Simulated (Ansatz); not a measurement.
Born–Oppenheimer molecular dynamics of H$_{7}$PSi (9 atoms, charge 0, multiplicity 1). It starts at the highest image of a converged band. Of that band: Neighbouring images differ by up to 2.9 eV, so the band resolves the path poorly. A vibrational analysis at the climbing image gives one clearly imaginary mode, 1526i cm⁻¹: a first-order saddle point.

Method: RKS r2SCAN/def2-mTZVP in Ansatz.

| Quantity | Value |
| --- | --- |
| ensemble | NVE (velocity Verlet) |
| time step | 0.5 fs |
| steps asked | 200 |
| starting velocities drawn for | 300 K |
| seed | 2606 |

First frame:

```xyz
9
Properties=species:S:1:pos:R:3
Si -0.144 -0.067 -0.080
H -0.057 -1.085 1.302
H 0.696 0.979 0.537
H -0.931 0.484 -1.236
H 0.638 -1.157 -0.746
P -2.406 0.583 1.108
H -3.163 -0.490 0.551
H -2.458 0.043 2.434
H -1.000 -0.603 1.263
```

(1) How far do the bonds stretch over the last three quarters of this one trajectory? (Pairs bonded in most of those frames.)

## Answers

(1) 
```json
{"bond": "Si1–H2", "mean (Å)": "1.527", "spread (Å)": "0.107", "shortest": "1.36", "longest": "1.69"}
{"bond": "Si1–H3", "mean (Å)": "1.495", "spread (Å)": "0.036", "shortest": "1.44", "longest": "1.57"}
{"bond": "Si1–H4", "mean (Å)": "1.489", "spread (Å)": "0.009", "shortest": "1.47", "longest": "1.50"}
{"bond": "Si1–H5", "mean (Å)": "1.504", "spread (Å)": "0.019", "shortest": "1.48", "longest": "1.54"}
{"bond": "P6–H7", "mean (Å)": "1.428", "spread (Å)": "0.029", "shortest": "1.38", "longest": "1.47"}
{"bond": "P6–H8", "mean (Å)": "1.440", "spread (Å)": "0.018", "shortest": "1.41", "longest": "1.48"}
{"bond": "P6–H9", "mean (Å)": "1.457", "spread (Å)": "0.104", "shortest": "1.30", "longest": "1.60"}
```

Mean temperature of the second half: 3100 K. The conserved energy stayed within 0.32 meV per atom of its start (net change 0.12 meV per atom), so the integration is sound. The kinetic energy rose, since the run started high on the potential surface and went downhill. It ends in pieces (H3P + H4Si), so much of that is their flight and rotation, not heat. A run of 0.1 ps of so small a system gives no equilibrium averages. The orbitals stay closed-shell, which can raise the energy where a bond breaks towards radicals; this wasn't checked here.

Run time: 5.2 min on 2 threads of Arm Neoverse V2 (shared host), peak memory 0.12 GiB.
